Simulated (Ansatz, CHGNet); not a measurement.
For antifluorite Mg2Si, the machine-learned potential CHGNet 0.3.0 (trained on PBE and PBE+U data) gives:

- lattice constant a: 6.363 Å
- elastic constant C11: 73.6 GPa
- elastic constant C44: 6.33 GPa
- Voigt–Reuss–Hill shear modulus: 7.97 GPa
- formation enthalpy: -0.057 eV/atom

Problem. What does HSE06 (Ansatz, an electronic-structure program, plane waves, PAW) give for the same quantities?

Solution. 
- lattice constant a: 6.337 Å (shrinks by 0.4 %)
- elastic constant C11: 126 GPa (increases by 71 %)
- elastic constant C44: 48.8 GPa (goes up by 670 %)
- Voigt–Reuss–Hill shear modulus: 49.8 GPa (increases by 520 %)
- formation enthalpy: -0.189 eV/atom (moves by -0.132 eV/atom)

For comparison: elastic constant C11 121 GPa (measured, temperature not stated, not corrected to a static lattice; as tabulated in Råsander and Moram (2015), arXiv:1505.02379); elastic constant C44 46 GPa (measured, temperature not stated, not corrected to a static lattice; as tabulated in Råsander and Moram (2015), arXiv:1505.02379); formation enthalpy -0.269 eV/atom (measured, 298 K, copied from a table, unchecked, no zero-point or thermal correction; as tabulated in Wang et al. (2021), doi:10.1038/s41598-021-94550-5).

Changes are worked out from the printed values.

Unless a cell is named, each level is at its own relaxed cell (CHGNet 0.3.0 21.47, HSE06 21.21 Å³/atom).

Caveats: exact exchange on metals is sensitive to the k mesh and can open a false gap (HSE06); the energies of CHGNet 0.3.0 can hold anion corrections fitted to measured formation enthalpies (CHGNet 0.3.0). Ansatz's density-functional and Hartree–Fock values are scalar-relativistic unless marked +SOC, with PAW data made under PBE.
